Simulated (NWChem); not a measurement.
fluoromethane (CH$_{3}$F) in NWChem

SMILES: CF
```xyz
5

C      0.6088    -0.1106     0.0000
F     -0.7327     0.1332     0.0000
H      0.8879    -0.6879     0.8972
H      0.8879    -0.6879    -0.8972
H      1.1658     0.8411     0.0000
```
Charge 0, spin multiplicity 1.

Program: NWChem. The geometry was optimised at PBE0/def2-SVP, a minimum by its harmonic frequencies.

Symmetry labels belong to the abelian group Cs used in the runs, with the axes of the coordinates shown; states degenerate in a higher group split over its labels.

Q: List the lowest 6 singlet excitations that TD-PBE/aug-cc-pVDZ gives, with oscillator strengths.

A: 
| state | symmetry | energy (eV) | wavelength (nm) | f |
|---|---|---|---|---|
| 1 | a' | 7.62 | 163 | 0.023 |
| 2 | a" | 7.62 | 163 | 0.023 |
| 3 | a' | 8.32 | 149 | 0.009 |
| 4 | a" | 8.32 | 149 | 0.009 |
| 5 | a' | 8.59 | 144 | 0.010 |
| 6 | a" | 8.59 | 144 | 0.010 |
